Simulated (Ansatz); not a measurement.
Input file:

```yaml
crystal:
  periodic: [false, false, false]
  atoms:
    - {symbol: N, position_ang: [0.000000, 0.000000, 0.000000]}
    - {symbol: N, position_ang: [0.000000, 0.000000, 2.291000]}
basis:
  gaussian: {orbitals: 6-31G}
magnetization: {spin_polarized: false, initial_magnetization: 2}
correlation: {active_space: {ras: {orbitals: [6, 2, 10], electrons: 14, max_holes: 2, max_particles: 2}, fixed_orbitals: true}}
output: {forces: true}
```

```sh
$ ansatz run in.yaml --threads 1 --pin off --events-out ev --progress --plain --max-ram 2393MiB
```

Roughly how long does this take on 1 thread of Arm Neoverse V1, shared host, and how much host memory?

1.6 s wall and 0.15 GiB.

```
264 factors; integrals over basis functions are off by at most 2.1e-4 eV
mean field evaluation 1: about -2947.5596 eV, gradient 7.4e0 eV
mean field evaluation 2: about -2947.5595 eV, gradient 7.3e0 eV
mean field evaluation 4: about -2947.8654 eV, gradient 7.0e-1 eV
mean field evaluation 8: about -2947.8678 eV, gradient 5.7e-4 eV
mean field evaluation 16: about -2949.6965 eV, gradient 1.5e1 eV
mean field evaluation 32: about -2950.8165 eV, gradient 1.4e1 eV
mean field evaluation 64: about -2951.6260 eV, gradient 7.4e-2 eV
mean field evaluation 96: about -2951.7559 eV, gradient 8.9e-1 eV
mean field evaluation 128: about -2951.8349 eV, gradient 3.5e0 eV
mean field evaluation 160: about -2951.2940 eV, gradient 2.9e-1 eV
mean field evaluation 192: about -2951.7260 eV, gradient 2.2e0 eV
mean field evaluation 224: about -2952.3544 eV, gradient 1.2e-1 eV
mean field evaluation 256: about -2951.9764 eV, gradient 4.0e0 eV
mean field evaluation 288: about -2952.0458 eV, gradient 1.5e-4 eV
mean field evaluation 320: about -2951.6258 eV, gradient 5.9e-1 eV
mean field evaluation 352: about -2951.6263 eV, gradient 8.6e-2 eV
mean field evaluation 384: about -2949.0273 eV, gradient 1.0e0 eV
mean field -2952.35476618 eV, -108.4970364793 hartree, gradient 1.6e-6 eV, S^2 2.000000; 26 other end points of the search recorded, 0 dependent functions left out
reference -2952.35476618 eV, -108.4970364793 hartree; 8, 6 occupied and 10, 12 virtual orbitals, 264 factors
state -2959.56004681 eV, -108.7618256583 hartree
the calculation of the forces begins
Total energy: -2959.56004681 eV, -108.7618256583 hartree
Atom 0 at     0.000000     0.000000     0.000000 Å, force    -0.000000     0.000000     0.138196 eV/Å
Atom 1 at     0.000000     0.000000     2.291000 Å, force     0.000000    -0.000000    -0.138196 eV/Å
Dipole moment:    -0.000000    -0.000000    -0.029934 e Å
```

Forces (eV/Å):
```
N    0.000  0.000  0.138
N    0.000  0.000 -0.138
```
